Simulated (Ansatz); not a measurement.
```yaml
crystal:
  periodic: [false, false, false]
  atoms:
    - {symbol: C, position_ang: [-0.635751, -1.013369, 0.876052]}
    - {symbol: C, position_ang: [0.263288, -0.392793, -0.116947]}
    - {symbol: F, position_ang: [1.207973, -1.211771, -0.613598]}
    - {symbol: C, position_ang: [0.221011, 0.850572, -0.576440]}
    - {symbol: O, position_ang: [0.967371, 1.340101, -1.567479]}
    - {symbol: F, position_ang: [-0.675517, 1.721195, -0.089177]}
    - {symbol: H, position_ang: [-0.065743, -1.372127, 1.737817]}
    - {symbol: H, position_ang: [-1.154118, -1.871721, 0.438633]}
    - {symbol: H, position_ang: [-1.377917, -0.295768, 1.221985]}
    - {symbol: H, position_ang: [1.332304, 2.194381, -1.307947]}
basis:
  gaussian: {orbitals: pcseg-2, final_grid: {core_spheres: 1, valence_spheres: 1, degree: 5}}
hamiltonian: {xc: {name: wB97M-V}}
output: {forces: true}
```

```sh
$ ansatz run in.yaml --threads 4 --pin off --events-out ev --progress --plain --max-ram 10444MiB
```

Shortened log:

```
Functional definition: wB97M-V
1152 factors; their error is unknown
285 factors; integrals over basis functions are off by at most 7.0e-6 eV
mean field evaluation 1: about -10652.4827 eV, gradient 5.1e1 eV
mean field evaluation 2: about -10654.1230 eV, gradient 4.3e1 eV
mean field evaluation 4: about -10657.0463 eV, gradient 1.9e0 eV
mean field evaluation 8: about -10620.2519 eV, gradient 1.9e1 eV
mean field evaluation 16: about -10620.7496 eV, gradient 2.0e-3 eV
mean field -10620.74963220 eV, -390.3053499806 hartree, gradient 5.7e-5 eV, S^2 0.000000; 0 other end points of the search recorded, 0 dependent functions left out
reference -10620.74979822 eV, -390.3053560817 hartree; 24, 24 occupied and 212, 212 virtual orbitals, 1152 factors
Total energy: -10620.74979822 eV, -390.3053560817 hartree
Atom 0 at    -0.635751    -1.013369     0.876052 Å, force     2.534328     1.391609    -2.571730 eV/Å
Atom 1 at     0.263288    -0.392793    -0.116947 Å, force    -2.324480     7.141486    -0.880176 eV/Å
Atom 2 at     1.207973    -1.211771    -0.613598 Å, force    -4.425730     2.901438     2.172859 eV/Å
Atom 3 at     0.221011     0.850572    -0.576440 Å, force     1.723174    -7.987598     1.153999 eV/Å
Atom 4 at     0.967371     1.340101    -1.567479 Å, force    -0.993977     2.904968     7.726742 eV/Å
Atom 5 at    -0.675517     1.721195    -0.089177 Å, force     3.637141    -3.086935    -1.928511 eV/Å
Atom 6 at    -0.065743    -1.372127     1.737817 Å, force    -2.496693     1.765543    -4.355401 eV/Å
Atom 7 at    -1.154118    -1.871721     0.438633 Å, force     2.788784     4.129094     1.868957 eV/Å
Atom 8 at    -1.377917    -0.295768     1.221985 Å, force     3.249452    -3.209807    -1.545325 eV/Å
Atom 9 at     1.332304     2.194381    -1.307947 Å, force    -3.692000    -5.949797    -1.641413 eV/Å
Dipole moment:    -0.073555     0.173950     0.322713 e Å
```

Problem. What is wrong with this run?

Solution. The integration grid is far too coarse. The calculation finished and met its thresholds. The result belongs to that input, not to the molecule as meant.
